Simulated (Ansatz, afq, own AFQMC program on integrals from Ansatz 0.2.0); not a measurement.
# GeH3O, doublet: AFQMC among the cluster methods

```xyz
5

Ge   -0.0279   -0.0234    0.3238
O     0.0880    0.1004   -1.4540
H     0.7587   -1.2817    0.7956
H     0.6267    1.2836    0.8259
H    -0.7720    0.0916   -1.8809
```

Connectivity, by distances: GeH2–OH.

Basis cc-pVDZ. Noble-gas cores (and the filled d shells of Ga–Kr and In–Xe) are frozen. Ansatz 0.2.0 and our own AFQMC program on the same integrals; the CISD trial comes from CCSD amplitudes, and released means the phaseless constraint is let go. Error bars are statistical, one sigma. No spin–orbit coupling.

Determinant: UHF, the one that the program's search chose, which needn't be the lowest solution. The geometry is a point of a scan.

No full CI on the walks' own integrals is used here. The released AFQMC energy serves as the reference, which it does only where one determinant dominates, the energy is flat over the last release times and near the phaseless one (40 meV or 2 meV an electron, half that with transition metals). On small molecules, where full CI could be run and the noise was under 10 meV, such values lay within 10 meV of it in 19 cases of 20, a flattering rate, since the rule was set on those same cases; what remains of the bias isn't in the error bar.

Cautions: no relativity below Rb; no spin-orbit coupling; inner d shell frozen; the released value is read at 2.40 1/Eh with a noise of 26 meV, more than in the cases checked (meV from the phaseless value at times in 1/Eh: 7 ± 21 at 0.24, -7 ± 19 at 0.51, -7 ± 20 at 0.99, -22 ± 21 at 1.62, 18 ± 26 at 2.40).

- T1 diagnostic: 0.0151
- weight of the determinant in the CISD state: 0.894
- ⟨S²⟩ of the determinant: 0.754
- size of the correlated space: 13 electrons in 41 orbitals

| level | correlation energy (eV) |
| --- | --- |
| MP2 | -7.4867 |
| CCSD | -8.0995 |
| CCSD(T) | -8.2738 |

Problem. Estimate where phaseless AFQMC with the Hartree–Fock trial lies against CCSD(T) on the same integrals.

Solution. 0.10 ± 1.58 kcal/mol above CCSD(T). The gap is under twice the noise, so this walk alone can't tell the two apart.

Reference: AFQMC with the constraint released, correlation energy -8.282 ± 0.026 eV.

```
        level  E − E(reference) (kcal/mol)  share of correlation (%)
      CCSD(T)                  0.20 ± 0.60                     99.90
  ph-AFQMC/HF                  0.30 ± 1.69                     99.85
ph-AFQMC/CISD                 -0.43 ± 0.76                    100.22
```

Released energies are given only where the last usable release times agree within the noise; a slower fall can still hide under it.
